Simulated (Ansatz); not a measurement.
Changing the shape of C2H3Cl, singlet

Program: Ansatz, Gaussian basis, development build. Basis cc-pVDZ on C/H, cc-pV(D+d)Z on Cl, nonrelativistic, 7 orbitals frozen in the corrections; active space CAS(4,3). Restricted Hartree–Fock, then the lowest state-specific CASSCF solution met for each case. Coupled cluster stands on the determinant that it favours, not always the lowest RHF. Single-reference values can break down or jump between states where bonds are stretched. Unlike active orbitals can shift such differences by tenths of an eV, at times by over 1 eV.

Case A:

```
atom    x (Å)    y (Å)    z (Å)
   C  -0.0758   0.5081  -0.5552
   C   0.0178  -0.2581  -1.6401
  Cl   0.0256  -0.1141   1.0562
   H  -0.2228   1.5808  -0.5903
   H  -0.6748  -1.0675  -1.8370
   H   0.8100  -0.0738  -2.3563
```

Case B:

```tsv
atom	x (Å)	y (Å)	z (Å)
C	-0.0751	0.5051	-0.5578
C	0.0165	-0.2670	-1.6386
Cl	0.0262	-0.1086	1.0569
H	-0.2202	1.5779	-0.5986
H	-0.5116	-1.2094	-1.7215
H	0.6375	0.0490	-2.4686
```

Case C:

```xyz
6

C    -0.0310    0.5045   -0.5622
C     0.0060   -0.2816   -1.6361
Cl    0.0113   -0.1015    1.0580
H    -0.0904    1.5851   -0.6125
H    -0.1729   -1.3485   -1.5773
H     0.2214    0.1507   -2.6063
```

Case D:

```xyz
6

C    -0.0578    0.5044   -0.5604
C     0.0118   -0.2756   -1.6372
Cl    0.0207   -0.1042    1.0575
H    -0.1688    1.5810   -0.6067
H    -0.3438   -1.2990   -1.6329
H     0.4366    0.1171   -2.5535
```

Case E:

| atom | x (Å) | y (Å) | z (Å) |
| --- | --- | --- | --- |
| C | 0.0000 | -0.5047 | -0.5629 |
| C | 0.0000 | 0.2837 | -1.6358 |
| Cl | 0.0000 | 0.1005 | 1.0582 |
| H | 0.0000 | -1.5868 | -0.6147 |
| H | 0.0000 | 1.3643 | -1.5583 |
| H | 0.0000 | -0.1608 | -2.6241 |

Energy less that of case A, in eV:

```csv
case,RHF/ROHF,CASSCF,CCSD(T)
B,-0.895,-0.779,-0.750
C,-1.940,-1.729,-1.649
D,-1.546,-1.367,-1.308
E,-2.072,-1.851,-1.764
```

Problem. Give the SC-NEVPT2 energies against case A.

Solution. B: -0.771 eV; C: -1.698 eV; D: -1.345 eV; E: -1.819 eV.

Problem. Which case is lowest, and do the methods agree?

Solution. E is lowest in SC-NEVPT2. Of the methods shown, RHF/ROHF, CASSCF, CCSD(T) agree.
